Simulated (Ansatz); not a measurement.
**H2OF (doublet): from Hartree-Fock to the top rungs at distance O1–H3 along a hydrogen transfer = 1.245 Å, cc-pVDZ**

Aim: climb from Hartree-Fock through coupled cluster and multireference methods for H2OF (doublet) at one geometry and basis, and see what each rung misses.

Program: Ansatz 0.2.0, Gaussian basis. Level of theory: cc-pVDZ, core rule «outside noble gas», up to 2 orbitals frozen. These are calculated values, not measurements.

To be run: UHF; CCSD(T) on ROHF; CCSD(T) on UHF; BCCD(T) on ROHF; CISD; CCSDT(Q) on ROHF; CCSDT(Q) on UHF; CASSCF and MRCISD+Q, 3 electrons in 3 orbitals; CASSCF and NEVPT2, 3 electrons in 3 orbitals; CASSCF and MRCISD+Q, 15 electrons in 10 orbitals; CASSCF and NEVPT2, 15 electrons in 10 orbitals.

10 further runs of the same task are left out: 10 that didn't finish.

### 1 The system

The geometry derives from fragments relaxed apart (PBE0/def2-TZVP) and kept rigid, so it is no stationary point. A hydrogen atom is moved between rigid fragments.

4 atoms, charge 0, spin multiplicity 2.

Atoms are counted from 1 here; the program's logs count them from 0.

Bond lengths: O1–H2 0.960 Å, O1–H3 1.245 Å, H3–F4 1.114 Å. Angles: H2–O1–H3 105.1°, O1–H3–F4 180.0°.

### 2 UHF

Input file in.yaml:

```yaml
crystal:
  periodic: [false, false, false]
  atoms:
    - {symbol: O, position_ang: [-1.237943, -0.025232, 0.000000]}
    - {symbol: H, position_ang: [-1.487252, 0.901344, 0.000000]}
    - {symbol: H, position_ang: [0.007057, -0.025232, 0.000000]}
    - {symbol: F, position_ang: [1.121057, -0.025232, 0.000000]}
basis:
  gaussian: {orbitals: cc-pVDZ}
magnetization: {spin_polarized: true, initial_magnetization: 1}
hamiltonian: {xc: hf}
output: {orbitals: {seedname: orbitals}}
```

Launch:

```
> ansatz run in.yaml --threads 1 --pin off --events-out ev --progress --plain --max-ram 2393MiB
```

Further steps of the session: CCSD(T) on ROHF; CCSD(T) on UHF; BCCD(T) on ROHF; CISD; CCSDT(Q) on ROHF; CCSDT(Q) on UHF; CASSCF and MRCISD+Q, 3 electrons in 3 orbitals; CASSCF and NEVPT2, 3 electrons in 3 orbitals; CASSCF and MRCISD+Q, 15 electrons in 10 orbitals; CASSCF and NEVPT2, 15 electrons in 10 orbitals.

Q: Predict the results of all the runs planned. Wanted: UCCSDT(Q) below the RHF energy; RMP2 from UCCSDT(Q); UMP2 from UCCSDT(Q); RCCSD from UCCSDT(Q); RCCSD(T) from UCCSDT(Q); UCCSD(T) from UCCSDT(Q); RCCSDT(Q) from UCCSDT(Q); NEVPT2 pair from UCCSDT(Q); NEVPT2 valence from UCCSDT(Q).

The runs gave:

```
                         quantity                                                   value
   UCCSDT(Q) below the RHF energy                                             -10.5711 eV
              RMP2 from UCCSDT(Q)                                              +661.6 meV
              UMP2 from UCCSDT(Q)                                              +662.6 meV
             RCCSD from UCCSDT(Q)                                              +168.5 meV
          RCCSD(T) from UCCSDT(Q)                                               +34.1 meV
          UCCSD(T) from UCCSDT(Q)                                               +33.5 meV
         RCCSDT(Q) from UCCSDT(Q)                                                +1.9 meV
       NEVPT2 pair from UCCSDT(Q)                                              +598.4 meV
    NEVPT2 valence from UCCSDT(Q)                                             +1177.8 meV
  MRCISD+Q valence from UCCSDT(Q)                                               +70.6 meV
levels within 1 kcal/mol (43 meV)  RCCSD(T), UCCSD(T), BCCD(T), RCCSDT, UCCSDT, RCCSDT(Q)
                    T1 diagnostic                                                   0.016
   effectively unpaired electrons                                                    1.01
```

RCCSD(T) lands +34.1 meV from the yardstick (0.3 % of the correlation energy). One determinant dominates. Of the multireference levels listed MRCISD+Q valence comes nearest in total energy (+70.6 meV), which doesn't show that its space is the better one. These misses are within one basis, not against nature; the frozen cores of restricted and unrestricted runs differ, which can shift their rows.
